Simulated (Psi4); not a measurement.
Process, species as SMILES: FOF + H+ → F[OH+]F
B3LYP-D3(BJ)/def2-TZVP geometries, fixed; electronic energies without zero-point terms; positive where energy is released.

Effect of the integral screening threshold at M06-2X/def2-TZVP with Psi4, against the last row, where the proton affinity is 110.97 kcal/mol. The proton sits at the site shown, which need not be the one that binds it best.

```json
[
 {"setting": "ints_tolerance: 1e-6", "largest shift of a total energy (mEh)": "0.003", "shift of the proton affinity (kcal/mol)": "0.000"},
 {"setting": "ints_tolerance: 1e-8", "largest shift of a total energy (mEh)": "0.000", "shift of the proton affinity (kcal/mol)": "0.000"},
 {"setting": "ints_tolerance: 1e-10", "largest shift of a total energy (mEh)": "0.000", "shift of the proton affinity (kcal/mol)": "0.000"},
 {"setting": "ints_tolerance: 1e-14", "largest shift of a total energy (mEh)": "0.000", "shift of the proton affinity (kcal/mol)": "0.000"}
]
```

Within 0.02 kcal/mol in the proton affinity: ints_tolerance: 1e-6; ints_tolerance: 1e-8; ints_tolerance: 1e-10. The largest shift is 0.003 mEh in a total energy and 0.000 kcal/mol in the difference.
